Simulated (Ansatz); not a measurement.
# PH2, doublet: reading a ladder of total energies

Geometry: MP2(full)/6-31G*, from the G2/97 set.

```yaml
atoms:
  - { symbol: P, position_ang: [0.0000, 0.0000, 0.0599] }
  - { symbol: H, position_ang: [0.0000, 1.0256, -0.9209] }
  - { symbol: H, position_ang: [0.0000, -1.0256, -0.9209] }
```

Basis 6-31G* (Cartesian d functions); Ansatz 0.2.0. Only valence electrons are correlated (noble-gas cores frozen), which leaves 7 electrons in 18 orbitals. R marks a restricted (for open shells ROHF) determinant, U an unrestricted one.

Full CI is exact within this basis and frozen core; it isn't the basis-set limit. The frozen core follows each run's orbitals, which can shift R against U totals by a few meV.

Runs differ by some tens of microhartree through their thresholds and, for an open shell, their frozen cores, so steps under 0.1 kcal/mol mean nothing.

| level | total energy (hartree) |
| --- | --- |
| UHF | -341.849454 |
| UMP2 | -341.935310 |
| UCCSD | -341.959234 |
| UCCSD(T) | -341.961458 |
| UCCSDT | -341.961993 |
| UCCSDT(Q) | -341.962047 |
| UCCSDTQ | -341.962058 |
| full CI | -341.962048 |

Question: What is the correlation energy at full CI, and what share of it do UMP2 and UCCSD(T) recover?

Answer: E(corr) = -341.962048 − (-341.849454) = -0.112594 hartree = -3.064 eV. UMP2: -0.085856 / -0.112594 = 76.25 %. UCCSD(T): -0.112004 / -0.112594 = 99.48 %.

Question: By how many kcal/mol does UCCSD(T) miss full CI (1 hartree = 627.509 kcal/mol), and which steps make up the rest?

Answer: -341.961458 − (-341.962048) = 0.000590 hartree = 0.37 kcal/mol. Steps: UCCSDT − UCCSD(T) = -0.34, UCCSDT(Q) − UCCSDT = -0.03, UCCSDTQ − UCCSDT(Q) = -0.01, full CI − UCCSDTQ = 0.01 kcal/mol. That is within 1 kcal/mol of the reference in this basis, which itself misses far more of the correlation at the basis-set limit.
